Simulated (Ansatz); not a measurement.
# NO: the cost of one run

Method: the levels named in each step, in Ansatz 0.2.0.

### 1 Starting point

Bond lengths: N1–O2 1.052 Å.

As a file:

```xyz
2

N     0.0000    0.0000    0.0000
O     0.0000    0.0000    1.0521
```

### 2 A rough first relaxation, PBE-D4/def2-SVP

This run stands in another session on the same molecule. It ended at:

```xyz
2

N     0.0000    0.0000   -0.0121
O     0.0000    0.0000    1.0642
```

### 3 Relaxation, PBE0-D4/def2-TZVPP

This run stands in another session on the same molecule. It ended at:

```xyz
2

N     0.0000    0.0000   -0.0008
O     0.0000    0.0000    1.0529
```

### 4 Frequencies, PBE0-D4/def2-TZVPP

input.yaml

```yaml
crystal:
  periodic: [false, false, false]
  atoms:
    - { symbol: "N", position_ang: [0.0, 0.0, -0.0008021] }
    - { symbol: O, position_ang: [0.0, 0.0, 1.0528621] }
total_charge: 1
basis:
  gaussian: { orbitals: def2-TZVPP }
hamiltonian:
  xc: pbe0
  dispersion: d4
phonons: {}
```

The run is started by

```console
> ansatz run input.yaml --threads 1 --pin off --max-ram 2560MiB --backend cpu --events-out ev --progress --plain --runs-dir out
```

**Question.** How long does this run take on 1 thread of Intel Xeon at 2.50GHz (Skylake/Cascade Lake), shared host, and how much memory does it need?

About 10 s, with a peak of 0.1 GiB.
